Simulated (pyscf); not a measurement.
`[OH2]` + `[F][Ta]([F])([F])[F]` [doublet] → `[OH][Ta]([F])([F])([F])[F]` + `[H]` [doublet] (substitution at O; doublet surface; H–O broken, O–Ta formed). Structures and frequencies: ωB97X-D3(BJ)/def2-SVP in PySCF. Energies in kJ/mol from the separated reactants.

```json
[
 {"level": "ωB97X-D3(BJ)/def2-TZVP", "barrier": "59.9", "reaction energy": "+20.6"},
 {"level": "PBE/def2-TZVP", "barrier": "42.8", "reaction energy": "+22.1"},
 {"level": "B3LYP-D3(BJ)/def2-TZVP", "barrier": "?", "reaction energy": "?"},
 {"level": "PBE0-D3(BJ)/def2-TZVP", "barrier": "59.9", "reaction energy": "+28.7"},
 {"level": "ωB97M-D3(BJ)/def2-TZVP", "barrier": "78.9", "reaction energy": "+38.0"},
 {"level": "HF/def2-TZVP", "barrier": "?", "reaction energy": "+46.1"}
]
```

**Question.** Fill in the missing entries.

**Answer.** 
- B3LYP-D3(BJ)/def2-TZVP, barrier: 62.1
- B3LYP-D3(BJ)/def2-TZVP, reaction energy: +35.1
- HF/def2-TZVP, barrier: 158.6

The functionals in the table span 36.1 kJ/mol in this barrier, from PBE to ωB97M-D3(BJ)/def2-TZVP. On the reactant side the descent ends in an adduct with a O–Ta contact (not fully relaxed), 80.6 kJ/mol under the separated species and 140.4 kJ/mol under the saddle at ωB97X-D3(BJ)/def2-TZVP. What is counted as formed (O–Ta) is already present as a longer contact in the reactant adduct; forming that adduct is a step of its own. At the saddle there is also a short H–Ta contact that neither side keeps. This is the saddle that the search found; another between the same sides may lie lower. The angle at the attacked O is 61° (front-side attack). Open-shell species with a d-block atom are single-reference here; other states, and whether the spin sits on metal or ligand, were not checked. Elements past Kr carry the def2 core potentials, without spin-orbit coupling.
